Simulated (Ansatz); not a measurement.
`N#CCCO` + H₂ → `CCC#N` + H₂O at 500 K and 1 bar (hydrogenolysis of a C–O bond).

Isolated molecules relaxed with PBE0-D4/def2-TZVP in Ansatz; ΔE leaves out vibrations. CCSD(T)/CBS adds triple-zeta CCSD(T) − MP2 to the extrapolated MP2 energy (def2 sets, frozen cores). This one scheme is used for every species. One conformer a species, not always the lowest.

```
 species  CCSD(T)/CBS energy (Eh)  H − E (kJ/mol)  S (J/(mol·K))
`N#CCCO`               -247.01648           247.6          364.8
      H₂                 -1.17544            41.0          145.5
 `CCC#N`               -171.85534           227.8          328.5
     H₂O                -76.37941            73.2          206.3
```

H − E and S are ideal-gas, rigid-rotor, harmonic terms from PBE0-D4/def2-TZVP, for one conformer and one mirror image of each species. The MP2-based limit puts H₂ 0.8 mEh under its directly extrapolated value; such offsets cancel only in part. 1 Eh = 2625.50 kJ/mol, R = 8.31446 J/(mol·K).

Q: By hand: ΔE, ΔH, ΔS and ΔG.

A: ΔE = (-171.85534) + (-76.37941) − (-247.01648) − (-1.17544) = -0.04283 Eh = -112.5 kJ/mol. Δ(H − E) = 227.8 + 73.2 − 247.6 − 41.0 = 12.4, so ΔH = -100.1 kJ/mol. ΔS = 328.5 + 206.3 − 364.8 − 145.5 = 24.5 J/(mol·K). ΔG = -100.1 − 500 × (24.5)/1000 = -112.3 kJ/mol.

Q: By hand: the equilibrium constant, and the temperature at which ΔG would vanish if ΔH and ΔS stayed fixed.

A: log₁₀ K = −ΔG/(RT ln 10) = 11.7. ΔH and −TΔS have one sign here, so there is no such temperature.

ΔH outweighs TΔS. A doubt of 5 kJ/mol in ΔE shifts log₁₀ K by 0.5 here. Other conformers and mirror images would add mixing entropy, several J/(mol·K) or more a flexible species. These are equilibria of isolated gas molecules and say nothing of rates. Largest T1 diagnostic: 0.012 (customary marks: 0.02 for closed shells, 0.045 for open ones).
